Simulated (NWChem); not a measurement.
System: CH3, doublet; SMILES [CH3]

All runs: NWChem. Pople sets run with spherical d functions. Spin-unrestricted. In the optimisation the excess spin sits in a2" (D3h, its own frame). No stability test was run on the SCF state. Each level has its own optimisation; frequencies are unscaled.

| level | r C–H (Å) | highest harmonic frequency (cm⁻¹) | lowest (cm⁻¹) | zero-point energy (kcal/mol) |
|---|---|---|---|---|
| B3LYP/6-31G* | 1.083 | 3318 | 456 | 18.7 |
| B3LYP/def2-TZVP | 1.079 | 3289 | 539 | 18.6 |
| UHF/6-31G* | 1.073 | 3459 | 308 | 19.4 |
| CAM-B3LYP/def2-SVP | 1.090 | 3318 | ___ | 18.6 |
| PBE0/def2-SVP | 1.090 | 3331 | 471 | 18.6 |

**Question.** What belongs in the gaps?

**Answer.** 
- CAM-B3LYP/def2-SVP, lowest (cm⁻¹): 484
